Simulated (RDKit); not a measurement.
RDKit input (MMFF94):

```python
from rdkit import Chem
from rdkit.Chem import AllChem, rdDetermineBonds

mol = Chem.MolFromXYZFile('mol.xyz')
rdDetermineBonds.DetermineBonds(mol, charge=1)
print('SMILES', Chem.MolToSmiles(Chem.RemoveHs(mol)))
ff = AllChem.MMFFGetMoleculeForceField(mol, AllChem.MMFFGetMoleculeProperties(mol))
e0 = ff.CalcEnergy()
flag = ff.Minimize(maxIts=5000, forceTol=1e-5)
print(f'energy {e0:.4f} -> {ff.CalcEnergy():.4f} kcal/mol, converged: {flag == 0}')
print(Chem.MolToXYZBlock(mol))
```
mol.xyz:
```
11

C     -0.01016492    -0.27994848     1.26025238
N      0.02752705     0.54107075     0.00175175
C     -0.01788448    -0.27138968    -1.26203737
H      0.84891463    -0.94534137     1.26048731
H      0.02659022     0.38821117     2.11682979
H     -0.93230591    -0.85474018     1.26624623
H      0.87379519     1.11491211     0.00110891
H      0.84116373    -0.93674781    -1.27204628
H      0.01364080     0.40256842    -2.11426959
H     -0.94005682    -0.84614662    -1.26628736
H     -0.75613474     1.19781794     0.00637869
```

Task: Which steric energies does it print, before and after the minimisation?

Result: 3.08 and 2.68 kcal/mol. They count from the force field's own zero for this bonding and are no heats of formation.
